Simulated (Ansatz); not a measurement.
Al(NH2Me)H3 (CH8AlN), relaxed as a singlet with RKS r2SCAN-D4/def2-TZVP in Ansatz, starting from the GFN2-xTB geometry. Force threshold 0.02 eV/Å.

Start:

```xyz
11

Al    0.583   -1.381    0.586
N    -0.399    0.406    0.431
C    -0.240    0.996   -0.896
H    -0.048    1.043    1.145
H    -1.386    0.256    0.635
H    -0.760    1.952   -0.999
H     0.822    1.137   -1.088
H    -0.621    0.294   -1.636
H     2.043   -0.879    0.292
H    -0.172   -2.162   -0.549
H     0.178   -1.661    2.080
```

Estimate the energy that the relaxation releases and the steps that it takes.

0.04 eV, in 5 steps; 6 s on 4 threads of Arm Neoverse V2 on a shared host. No frequencies were taken in this run, so the end may be a saddle point.

Does the start keep its bonding and symmetry?

By distances, no bond broke or formed. The bond that changes most is Al1–H10, from 1.57 to 1.60 Å (atoms count from 1). Point group Cs at the start, Cs at the end, both within 0.05 Å.

Predict the relaxed structure.


```xyz
11

Al    0.571   -1.380    0.614
N    -0.397    0.409    0.417
C    -0.246    1.023   -0.922
H    -0.048    1.043    1.133
H    -1.382    0.265    0.626
H    -0.773    1.977   -0.999
H     0.815    1.172   -1.113
H    -0.634    0.327   -1.664
H     2.072   -0.900    0.314
H    -0.174   -2.209   -0.540
H     0.196   -1.727    2.133
```
Bond lengths: 1 × Al–N 2.04 Å; 1 × C–N 1.48 Å; 3 × Al–H 1.60 Å; 3 × C–H 1.09 Å; 2 × H–N 1.02 Å.
